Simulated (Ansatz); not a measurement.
Basis-set extrapolation for `NC(N)(F)S` (PBE0-D4/def2-TZVP geometry, frozen core, Ansatz 0.2.0). Multiplicity 1, RHF reference.

```
                      def2-TZVPP   def2-QZVPP
                 HF  -646.765094  -646.787645
    MP2 correlation    -1.022390    -1.104664
CCSD(T) correlation    -1.097453      not run
```

Energies in hartree. Use E(X) = E(∞) + A·exp(−7.88·√X) for Hartree–Fock and E(X) = E(∞) + B·X^(−2.97) for correlation, with X = 3 and 4, and add CCSD(T) minus MP2 of the smaller set to the MP2 limit.

Q: What is the CCSD(T) energy at the basis-set limit?

A: HF limit: -646.787645 + (-0.022551) × 0.13774 = -646.79075. MP2 limit: -1.104664 + (-0.082274) × 0.74074 = -1.16561. Higher-order term: -1.097453 − (-1.022390) = -0.07506. Total: -648.03142 hartree, 4.60 eV below CCSD(T)/def2-TZVPP.
